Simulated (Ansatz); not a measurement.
The same path of FH + H5NSi (9 atoms, charge 0, multiplicity 1) was run twice with different band settings. Lost on the way: Si1–H2, F8–H9. Made: Si1–F8, H2–H9.

Level of theory: RKS PBE0/6-31G* (Ansatz 0.2.0).

Relaxed end points:

```xyz
9
Properties=species:S:1:pos:R:3
Si 0.246 0.001 -0.166
H 0.154 -0.002 1.343
N 1.848 0.000 -0.807
H 2.416 -0.832 -0.728
H 2.418 0.831 -0.723
H -0.438 1.234 -0.629
H -0.440 -1.230 -0.635
F -2.519 0.000 1.447
H -1.679 -0.001 1.854
```

```xyz
9
Properties=species:S:1:pos:R:3
Si -0.106 -0.009 -0.957
H -0.852 0.048 3.659
N 1.591 -0.008 -0.764
H 2.087 -0.848 -0.499
H 2.083 0.821 -0.462
H -0.476 1.249 -1.651
H -0.469 -1.236 -1.706
F -0.957 -0.042 0.419
H -0.896 0.025 2.917
```

Common settings: movable images 5; climbing image yes; spring 5.0 eV/Å²; optimiser quadratic models (default); force threshold 0.03 eV/Å; iteration limit 60; end points relaxed.

| run | start path |
| --- | --- |
| 1 | through a guess of the saddle point |
| 2 | straight line |

(1) What does each run give, and how far can it be trusted?

Results:

(1) Run 1: converged after 20 iterations, highest image 1.171 eV above the first end. Neighbouring images differ by up to 1.8 eV, so the band resolves the path poorly. A vibrational analysis at the climbing image gives one clearly imaginary mode, 1046i cm⁻¹: a first-order saddle point.
Run 2: converged after 35 iterations, highest image 1.065 eV above the first end. Neighbouring images differ by up to 2.0 eV, so the band resolves the path poorly. The order of the stationary point at the top wasn't checked.
The orbitals stay closed-shell, which can raise the energy where a bond breaks towards radicals; this wasn't checked here.
